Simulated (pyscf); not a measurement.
Optimised with ωB97X-D3(BJ)/def2-SVPD in PySCF.

PBE/def2-TZVPD puts the barrier of `[CH3][O-]` + `[CH3][OH]` → `[CH2]=[O]` + `[CH4]` + `[OH-]` (concerted fragmentation; singlet surface; C–H, C–O broken, C–H formed) at 1.64 eV and the reaction energy at +0.34 eV, from the separated reactants. What do r²SCAN/def2-TZVPD, M06-2X/def2-TZVPD, ωB97M-D3(BJ)/def2-TZVPD give on the same structures?

r²SCAN: ΔE‡ = 1.82 eV, ΔE = +0.40 eV; M06-2X: ΔE‡ = 2.50 eV, ΔE = +0.45 eV; ωB97M-D3(BJ): ΔE‡ = 2.40 eV, ΔE = +0.25 eV. PBE's barrier lies under all of them, by 0.18 to 0.86 eV. Its reaction energy lies among theirs. Low barriers are usual for a GGA, whose delocalisation error favours stretched bonds. On the reactant side the descent ends in a bound adduct (not fully relaxed), 1.15 eV under the separated species and 3.65 eV under the saddle at ωB97X-D3(BJ)/def2-TZVPD. On the product side the descent ends in a bound adduct (not fully relaxed), 0.98 eV under the separated species and 3.17 eV under the saddle at ωB97X-D3(BJ)/def2-TZVPD. At ωB97X-D3(BJ) the barrier from the zero used here is 2.50 eV. This is the saddle that the search found; another between the same sides may lie lower.
